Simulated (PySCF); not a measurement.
A species of formula C8H10O has this rotational fingerprint, computed with PBE0/pcSseg-1 in PySCF (dipole) on a GFN2-xTB geometry, gas phase:

* Rotational constants: A = 3007, B = 1168, C = 904.2 MHz
* Dipole components: |μa| = 0.52 D, |μb| = 0.85 D, |μc| = 0.30 D
* Inertial defect: -41.99 u·Å²
* κ: -0.75

Question: Which candidate fits, each taken in the one conformer that was computed?
A. `[CH2:1]=[C:2]=[C:3]([CH:4]=[O:5])[C@@H:6]([CH3:7])[CH:8]=[CH2:9]` with C2–C3–C4–O5 -179°, C2–C3–C6–C7 -77°, C3–C6–C8–C9 116°
B. `[CH2:1]=[CH:2][CH2:3][C:4]1=[CH:5][C:6](=[O:7])[CH2:8][CH2:9]1` with C1–C2–C3–C4 118°, C2–C3–C4–C5 110°
C. `[CH3:1][CH2:2][c:3]1[cH:4][cH:5][cH:6][c:7]([OH:8])[cH:9]1` with C1–C2–C3–C4 -87°, C6–C7–O8–H 0° (3-ethylphenol)
D. `[CH3:1][CH2:2][c:3]1[cH:4][cH:5][cH:6][cH:7][c:8]1[OH:9]` with C1–C2–C3–C4 -95°, C7–C8–O9–H -1° (2-ethylphenol)
E. `[CH3:1][C@@H:2]([OH:3])[c:4]1[cH:5][cH:6][cH:7][cH:8][cH:9]1` with C1–C2–O3–H 61°, C1–C2–C4–C5 98°

Answer: C. It is CCc1cccc(O)c1, an asymmetric top, point group C1. The candidates at the same level (rigid rotor, commonest isotopes):

```
                SMILES  A (MHz)  B (MHz)  C (MHz)  μa (D)  μb (D)  μc (D)  Δ (u·Å²)  point group                        rotor
    C[C@@H](O)c1ccccc1     3480     1116    991.5    0.74    0.08    1.44    -88.35           C1               asymmetric top
           CCc1ccccc1O     2664     1463     1025    0.65    0.90    0.24    -42.02           C1               asymmetric top
C=C=C(C=O)[C@@H](C)C=C     1645     1364     1012    0.11    3.34    0.44   -178.27           C1               asymmetric top
      C=CCC1=CC(=O)CC1     4470    861.2    780.2    3.97    1.19    0.83    -52.11           C1  near-prolate asymmetric top
         CCc1cccc(O)c1     3007     1168    904.2    0.52    0.85    0.30    -41.99           C1               asymmetric top
```

`C=C=C(C=O)[C@@H](C)C=C` has A 45 % too low; `CCc1ccccc1O` has B 25 % too high; `C[C@@H](O)c1ccccc1` has A 16 % too high; `C=CCC1=CC(=O)CC1` has A 49 % too high. No structure here is proved a minimum.
